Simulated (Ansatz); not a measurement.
# SiH5 (doublet): from Hartree-Fock to the top rungs at distance Si1–H5 along a hydrogen transfer = 1.569 Å, cc-pVTZ

The task here is to estimate one member of a computed series from the others.

Program: Ansatz 0.2.0, Gaussian basis. Level of theory: cc-pVTZ, core rule «outside noble gas», up to 5 orbitals frozen. These are calculated values, not measurements.

Plan: UHF; CCSD(T) on ROHF; CCSD(T) on UHF; BCCD(T) on ROHF; CISD; CCSDT(Q) on ROHF; CCSDT(Q) on UHF; CASSCF and NEVPT2, 3 electrons in 3 orbitals; CASSCF and NEVPT2, 9 electrons in 9 orbitals.

## The system

The geometry derives from fragments relaxed apart (PBE0/def2-TZVP) and kept rigid, so it is no stationary point. A hydrogen atom is moved between rigid fragments.

6 atoms, charge 0, spin multiplicity 2.

Atoms are counted from 1 here; the program's logs count them from 0.

Bond lengths: Si1–H2 1.485 Å, Si1–H3 1.485 Å, Si1–H4 1.485 Å, Si1–H5 1.569 Å. Angles: H2–Si1–H3 109.5°, H2–Si1–H4 109.5°, H2–Si1–H5 109.5°, H3–Si1–H4 109.5°, H3–Si1–H5 109.5°, H4–Si1–H5 109.5°.

The first run:

in.yaml reads:

```yaml
crystal:
  periodic: [false, false, false]
  atoms:
    - {symbol: Si, position_ang: [-0.088284, 0.000000, 0.000000]}
    - {symbol: H, position_ang: [-0.583156, 1.399708, 0.000000]}
    - {symbol: H, position_ang: [-0.583155, -0.699854, 1.212183]}
    - {symbol: H, position_ang: [-0.583156, -0.699854, -1.212183]}
    - {symbol: H, position_ang: [1.480716, 0.000000, 0.000000]}
    - {symbol: H, position_ang: [2.728716, 0.000000, 0.000000]}
basis:
  gaussian: {orbitals: cc-pVTZ}
magnetization: {spin_polarized: true, initial_magnetization: 1}
hamiltonian: {xc: hf}
output: {orbitals: {seedname: orbitals}}
```

Launch:

```bash
$ ansatz run in.yaml --threads 1 --pin off --events-out ev --progress --plain --max-ram 2816MiB --backend cpu
```

Steps of the session up to this table: UHF; CCSD(T) on ROHF; CCSD(T) on UHF; BCCD(T) on ROHF; CISD; CCSDT(Q) on ROHF; CCSDT(Q) on UHF; CASSCF and NEVPT2, 3 electrons in 3 orbitals; CASSCF and NEVPT2, 9 electrons in 9 orbitals.

One table of the session follows, with a row left open; its other results are not shown here.

It belongs to the step «Misses and costs». 

| method | from UCCSDT(Q) (meV) |
| --- | --- |
| ROHF | +5234.8 |
| UHF | +5135.2 |
| RMP2 | +1052.4 |
| UMP2 | +1040.1 |
| CISD | ? |
| RCCSD | +151.5 |
| UCCSD | +149.1 |
| RCCSD(T) | +27.9 |
| UCCSD(T) | +27.8 |
| BCCD(T) | +27.0 |
| RCCSDT | +3.8 |
| UCCSDT | +3.5 |
| RCCSDT(Q) | +0.4 |
| UCCSDT(Q) | 0 |
| CASSCF pair | +4773.0 |
| NEVPT2 pair | +1053.9 |
| CASSCF valence | +3598.8 |
| NEVPT2 valence | +1112.7 |

Estimate the missing values for CISD.

**Answer.** from UCCSDT(Q) (meV): +454.9. In the column «from UCCSDT(Q) (meV)» it lies between RCCSD (+151.5) and UMP2 (+1040.1).

To keep in mind: Restricted and unrestricted rows rest on different reference determinants; where their highest levels disagree by more than a few hundredths of an eV, they describe different states and don't form one ladder.
